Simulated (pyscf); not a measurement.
Thermochemistry of product channels of AsH₂• + germane (GeH₄) on the doublet surface, in kcal/mol, from ωB97M-D3(BJ)/def2-TZVP energies (ideal gas, 1 atm, RRHO with modes under 100 cm⁻¹ raised to 100, one conformer, R ln 2 for chiral ones without a mode under 150 cm⁻¹). Structures and frequencies: ωB97X-D3(BJ)/def2-SVP in PySCF.

```
products                      ΔE  ΔH(298 K)  ΔG(298 K)  ΔG(600 K)
--------------------------  ----  ---------  ---------  ---------
•H₂Ge–AsH₂ + hydrogen (H₂)  +4.3       +3.7       +4.0       +3.8
H₃Ge–AsH• + hydrogen (H₂)    ___       -4.0       -3.7        ___
```

Q: Fill in the missing entries.

A: 
- H₃Ge–AsH• + hydrogen (H₂), ΔE: -3.4
- H₃Ge–AsH• + hydrogen (H₂), ΔG(600 K): -3.9

These are energies of the channels, which say nothing of barriers. Elements up to Kr have no core potential and no relativistic terms here.
